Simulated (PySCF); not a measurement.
# A diatomic session: CF+

One table from this session's results is given with a row withheld; the runs are named, their logs left out.

Computed with PySCF 2.14.0. Level: C pcseg-2, F pcseg-2, no relativity.

The first run:

A driver script around PySCF takes these settings:

| Property | Result |
| --- | --- |
| atoms | C, F |
| charge | 1 |
| basis | C pcseg-2, F pcseg-2 |
| Hamiltonian | no relativity |
| basis functions | 60 |
| electrons treated | 14 |
| masses in u | 12.0000, 18.9984 |
| levels | PBE0, PBE, r²SCAN, B97-3, TPSSh, M06, ωB97X, HF, MP2, SCS-MP2, CCSD, CCSD(T) |
| grid | 80 radial by 434 angular points |
| occupations | held fixed by the projection of orbital angular momentum |
| dissociation limit | C+ + F, each in its ground configuration |
| starting distance in angstrom | 1.425 |
| values of 2S to try | 0, 2 |

Launch:

```sh
$ OMP_NUM_THREADS=1 python dia.py task.json out
```

Steps of the session up to this table: Set-up; First curve: PBE0; Higher solutions at PBE0; PBE (GGA); r²SCAN (meta-GGA); B97-3 (global hybrid GGA); TPSSh (hybrid meta-GGA); M06 (hybrid meta-GGA); ωB97X; RHF (mean field); Adding correlation.

One table of the session follows, with a row left open; its other results are not shown here.

Energy (eV) from each level's lowest point:

| R (Å) | RHF | RHF-MP2 | RHF-SCS-MP2 | RHF-CCSD | RHF-CCSD(T) |
| --- | --- | --- | --- | --- | --- |
| 0.992 | 1.440 | 1.835 | 1.821 | n/a | n/a |
| 1.039 | 0.562 | 0.836 | 0.825 | 0.816 | 0.876 |
| 1.085 | 0.119 | 0.274 | 0.267 | 0.261 | 0.298 |
| 1.119 | 0.000 | 0.067 | 0.063 | 0.061 | 0.079 |
| 1.154 | 0.019 | 0.000 | 0.000 | 0.000 | 0.000 |
| 1.189 | ? | ? | ? | ? | ? |
| 1.235 | 0.439 | 0.229 | 0.236 | 0.243 | 0.196 |
| 1.292 | 0.945 | 0.608 | 0.619 | 0.629 | 0.546 |
| 1.362 | 1.673 | 1.199 | 1.212 | 1.224 | 1.095 |
| 1.454 | 2.735 | 2.108 | 2.116 | n/a | n/a |

Estimate the missing values for R (Å) = 1.189.

Worked estimate for «RHF». A straight line through the neighbours (1.154, 0.019) and (1.235, 0.439) gives 0.019 + (0.439 − 0.019) × (1.189 − 1.154) / (1.235 − 1.154) = 0.200; a parabola fitted to 4 rows on both sides gives 0.154.

**Answer.** RHF: 0.146; RHF-MP2: 0.043; RHF-SCS-MP2: 0.046; RHF-CCSD: 0.049; RHF-CCSD(T): 0.029. In «RHF» the line misses by +0.054 and the parabola by +0.008.

State 2 has its PBE0 minimum 4.35 eV higher. The other levels ran on the lowest alone.
